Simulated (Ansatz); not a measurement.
# Mg2H2+ (doublet): the correlation ladder, def2-QZVPP

One table from this session's results is given with a row withheld; the runs are named, their logs left out.

Method: def2-QZVPP, core rule «outside noble gas», up to 10 orbitals frozen; program: Ansatz 0.2.0, Gaussian basis.

The runs, in order: UHF; ROHF; CCSD(T) on UHF.

2 further runs of the same task are left out: 2 set aside as unsound or not needed.

**The system**

The geometry is a PBE0/def2-TZVP stationary point (not a proven minimum) of the parent state, kept for this charge and spin.

4 atoms, charge 1, spin multiplicity 2.

Atoms are counted from 1 here; the program's logs count them from 0.

Bond lengths: Mg1–H3 1.900 Å, Mg1–H4 1.900 Å, Mg2–H3 1.900 Å, Mg2–H4 1.900 Å. Angles: H3–Mg1–H4 82.5°, H3–Mg2–H4 82.5°, Mg1–H3–Mg2 97.5°, Mg1–H4–Mg2 97.5°.

Set-up of the first run:

Input file in.yaml:

```yaml
crystal:
  periodic: [false, false, false]
  atoms:
    - {symbol: Mg, position_ang: [0.000000, 0.000000, 1.428326]}
    - {symbol: Mg, position_ang: [0.000000, 0.000000, -1.428326]}
    - {symbol: H, position_ang: [0.000000, 1.252270, 0.000000]}
    - {symbol: H, position_ang: [0.000000, -1.252270, 0.000000]}
basis:
  gaussian: {orbitals: "def2-QZVPP.json"}
total_charge: 1
magnetization: {spin_polarized: true, initial_magnetization: 1}
hamiltonian: {xc: hf}
output: {orbitals: {seedname: orbitals}}
```

Command:

```
$ ansatz run in.yaml --threads 1 --pin off --events-out ev --progress --plain --max-ram 2393MiB
```

Among the steps run: UHF; ROHF; CCSD(T) on UHF.

One table of the session follows, with a row left open; its other results are not shown here.

```
  method  from UCCSD(T) (kJ/mol)
    ROHF                       ?
     UHF                  +241.7
    UMP2                   +51.1
   UCCSD                    +5.5
UCCSD(T)                       0
```

Estimate the missing values for ROHF.

As computed: from UCCSD(T) (kJ/mol): +248.6. In the column «from UCCSD(T) (kJ/mol)» it is the highest.

The program flags UCCSD(T) as in doubt (see the logs), so the zero of the table is itself unsure.

Caveats from the session: The report flags that the cluster equations may have other roots. The program flags UCCSD(T) as in doubt, so the zero of the table is itself unsure.
